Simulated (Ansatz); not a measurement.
# C2H3F3: up Jacob's ladder to CCSD(T)

One table from this session's results is given with a row withheld; the runs are named, their logs left out.

Computed with Ansatz 0.2.0, Gaussian basis. Level: functionals in def2-TZVPP, the program's frozen cores in correlated methods.

Plan: LDA (SPW92), PBE-D4, revPBE-D4, BLYP-D4, r2SCAN-D4, B97M-V, PBE0-D4, B3LYP-D4, r2SCANh-D4, r2SCAN0-D4, HSE06-D4, BHLYP-D4, CAM-B3LYP-D4, LC-ωPBE, ωB97X-V, ωB97M-V, B2PLYP, PBE-QIDH; CCSD(T)/def2-SVP; CCSD(T)/def2-TZVPP; MP2/def2-QZVPP; extrapolation to the limit; RPA on PBE.

### The relaxed structure

An earlier PBE0-D4 in a triple-zeta def2 set relaxation fixed the geometry.

SMILES `FCC(F)F`, 8 atoms, charge 0, spin multiplicity 1.

Atoms are counted from 1 here; the program's logs count them from 0.

Bond lengths: F1–C2 1.372 Å, C2–C3 1.509 Å, C2–H6 1.093 Å, C2–H7 1.093 Å, C3–F4 1.352 Å, C3–F5 1.356 Å, C3–H8 1.095 Å. Angles: F1–C2–C3 109.3°, F1–C2–H6 109.4°, F1–C2–H7 109.2°, C3–C2–H6 109.5°, C3–C2–H7 109.4°, H6–C2–H7 110.1°, C2–C3–F4 110.4°, C2–C3–F5 108.2°, C2–C3–H8 113.0°, F4–C3–F5 107.9°, F4–C3–H8 108.2°, F5–C3–H8 109.0°.

Coordinates:

| atom | x (Å) | y (Å) | z (Å) |
| --- | --- | --- | --- |
| F1 | -1.1428 | -0.6810 | 1.1631 |
| C2 | -0.1882 | 0.1951 | 0.7118 |
| C3 | 0.1729 | -0.1524 | -0.7113 |
| F4 | 0.8242 | -1.3358 | -0.7565 |
| F5 | 1.0117 | 0.8036 | -1.1822 |
| H6 | 0.7017 | 0.1189 | 1.3425 |
| H7 | -0.5885 | 1.2115 | 0.7473 |
| H8 | -0.6988 | -0.2170 | -1.3705 |

Set-up of the first run:

in.yaml reads:

```yaml
crystal:
  periodic: [false, false, false]
  atoms:
    - {symbol: F, position_ang: [-1.142767, -0.680963, 1.163089]}
    - {symbol: C, position_ang: [-0.188173, 0.195101, 0.711792]}
    - {symbol: C, position_ang: [0.172872, -0.152389, -0.711348]}
    - {symbol: F, position_ang: [0.824154, -1.335753, -0.756486]}
    - {symbol: F, position_ang: [1.011723, 0.803565, -1.182196]}
    - {symbol: H, position_ang: [0.701714, 0.118918, 1.342461]}
    - {symbol: H, position_ang: [-0.588510, 1.211494, 0.747301]}
    - {symbol: H, position_ang: [-0.698812, -0.216973, -1.370514]}
basis:
  gaussian: {orbitals: def2-TZVPP}
hamiltonian: {xc: lda}
output: {orbitals: {seedname: orbitals}}
```

Steps of the session up to this table: LDA; PBE-D4 (GGA); revPBE-D4 (GGA); BLYP-D4 (GGA); r2SCAN-D4 (meta-GGA); B97M-V (meta-GGA); PBE0-D4 (hybrid); B3LYP-D4 (hybrid); r2SCANh-D4 (hybrid); r2SCAN0-D4 (hybrid); HSE06-D4 (hybrid); BHLYP-D4 (hybrid); CAM-B3LYP-D4 (range-separated); LC-ωPBE-D4 (range-separated; the results give it without D4); ωB97X-V (range-separated); ωB97M-V (range-separated); B2PLYP (double hybrid); PBE-QIDH (double hybrid).

One of the session's tables, all rows but one given; the rest of the session is left out.

It belongs to the step «Frontier levels by functional». 

| functional | HOMO (eV) | LUMO (eV) | gap (eV) |
| --- | --- | --- | --- |
| LDA (SPW92) | -8.11 | -0.08 | 8.03 |
| PBE-D4 | -7.94 | 0.24 | 8.18 |
| revPBE-D4 | -7.87 | 0.38 | 8.25 |
| BLYP-D4 | -7.92 | 0.31 | 8.23 |
| r2SCAN-D4 | -8.34 | 0.74 | 9.08 |
| B97M-V | -8.52 | 0.64 | 9.16 |
| PBE0-D4 | -9.73 | 1.37 | 11.11 |
| B3LYP-D4 | -9.53 | 1.02 | 10.55 |
| r2SCANh-D4 | -9.01 | 1.14 | 10.15 |
| r2SCAN0-D4 | -10.01 | 1.71 | 11.71 |
| HSE06-D4 | ? | ? | ? |
| BHLYP-D4 | -11.53 | 2.19 | 13.71 |
| CAM-B3LYP-D4 | -11.30 | 2.31 | 13.61 |
| LC-ωPBE | -12.56 | 3.68 | 16.24 |
| ωB97X-V | -12.24 | 3.52 | 15.76 |
| ωB97M-V | -12.16 | 3.08 | 15.25 |

Estimate the missing values for HSE06-D4.

The run gave: HOMO (eV): -9.32; LUMO (eV): 0.99; gap (eV): 10.31. In the column «HOMO (eV)» it lies between B3LYP-D4 (-9.53) and r2SCANh-D4 (-9.01).
